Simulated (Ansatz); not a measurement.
A made-up structure of CH₃OSi, doublet:

```xyz
6
angstrom
C -1.1635 -0.4069 -0.6303
Si 0.3214 0.2497 -0.2901
O 1.1131 0.2311 1.1374
H -2.1232 -0.8330 -0.8445
H 1.1769 0.9682 -1.2424
H 0.4312 1.5493 0.2717
```

It is relaxed with PBE-D4/def2-SVP and then PBE0-D4/def2-TZVP (Ansatz 0.2.0). Atoms count as bonded within 1.22 times the sum of their covalent radii (H–H: 0.88 Å). The end point is not checked to be a true minimum.

(1) Does its bonding change? (A judgement: the text doesn't fix the answer.)

Answers

(1) Computed: Yes. Formed: C1–H6; broken: Si2–H6.

Where it ends: The first stage lowers the energy by 4.66 eV in 26 steps. It ends as CH₃OSi ([CH2][SiH][O]):
```
6
angstrom
C -0.9844 0.3569 -0.3492
Si 0.8108 0.2075 -0.1650
O 1.5087 -0.7644 0.7762
H -1.6684 -0.2611 0.2232
H 1.5326 1.1551 -1.0499
H -1.4435 1.0645 -1.0335
```

Labels in which every atom is bracketed show which atoms are joined, not bond orders.

For scale, one of the runs: PBE0-D4/def2-TZVP relaxation, 117 basis functions, launched by `ansatz run in.yaml --threads 2 --pin off --events-out ev --progress --plain --max-ram 4352MiB`. Hardware: 2 CPU threads of an Arm Neoverse V1, shared host. Wall time about 19 s.
